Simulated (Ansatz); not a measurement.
Results of r²SCAN0 (PAW; Ansatz, a first-principles code) for rutile MnF2.

Numerical settings: plane-wave cutoff 520 eV, 6×6×8 k mesh (along the axes of the cell as run), Fermi–Dirac smearing 0.01 eV, spin-polarised with opposed moments, scalar-relativistic PAW data made under PBE.

Cell (measured lattice):

```
MnF2
1.0
    4.87380     0.00000     0.00000
    0.00000     4.87380     0.00000
    0.00000     0.00000     3.31070
Mn F
2 4
Direct
  0.00000   0.00000   0.00000
  0.50000   0.50000   0.50000
  0.30390   0.30390   0.00000
  0.80390   0.19610   0.50000
  0.19610   0.80390   0.50000
  0.69610   0.69610   0.00000
```
Starting moments (μB, in the order of the record's atoms Mn Mn F F F F): 5.0 -5.0 0.0 0.0 0.0 0.0.

Problem. Predict the band gap, smallest direct gap on the k points sampled and magnetic moment (largest site, within a sphere).

Solution. 
- band gap: 6.11 eV (on the SCF k mesh) (indirect)
- smallest direct gap on the k points sampled: 6.14 eV
- magnetic moment (largest site, within a sphere): 4.29 μB

Measured, for comparison: band gap 9.9 eV (temperature not stated, no zero-point or thermal correction, the source doubts the polymorph; as tabulated in Das and Bazhirov (2019), arXiv:1808.05325). Computed (rounded) less measured: band gap not scored (a reference that its source doubts or gives as a wide range).

Note: cell and atoms aren't relaxed at this level (largest force component 0.04 eV/Å, pressure -1.5 GPa).

Moments are spin moments.

Computed values are for the static lattice.
